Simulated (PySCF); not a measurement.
H₃Si, SMILES [SiH3], multiplicity 2.

Geometry: B3LYP-D3(BJ)/def2-TZVPD. The isomer is the one that the SMILES or the coordinates give; other isomers of the formula were not compared.

Computed with TDA-CAM-B3LYP/def2-TZVPD run with PySCF.

Vertical excitations; the highest root listed may be one member of a degenerate set. Gas-phase values at a fixed geometry.

| state | energy (eV) | λ (nm) | f | main pairs |
|---|---|---|---|---|
| root 1 | 5.25 | 236 | 0.013 | α HOMO→LUMO+2, β HOMO→LUMO (degenerate set) |
| root 2 | 5.25 | 236 | 0.013 | α HOMO→LUMO+1, β HOMO−1→LUMO (degenerate set) |
| root 3 | 5.34 | 232 | 0.036 | α HOMO→LUMO 93 % |
| root 4 | 5.46 | 227 | 0.028 | α HOMO→LUMO+2, β HOMO→LUMO (degenerate set) |
| root 5 | 5.46 | 227 | 0.028 | α HOMO→LUMO+1, β HOMO−1→LUMO (degenerate set) |
| root 6 | 6.43 | 193 | 0.190 | α HOMO→LUMO+3 91 % |
| root 7 | 7.06 | 176 | 0.074 | α HOMO→LUMO+4 (degenerate set) |
| root 8 | 7.06 | 176 | 0.074 | α HOMO→LUMO+5 (degenerate set) |
| root 9 | 7.80 | 159 | 0.009 | α HOMO→LUMO+7 (degenerate set) |
| root 10 | 7.80 | 159 | 0.009 | α HOMO→LUMO+6 (degenerate set) |
Unrestricted roots are not spin-pure.
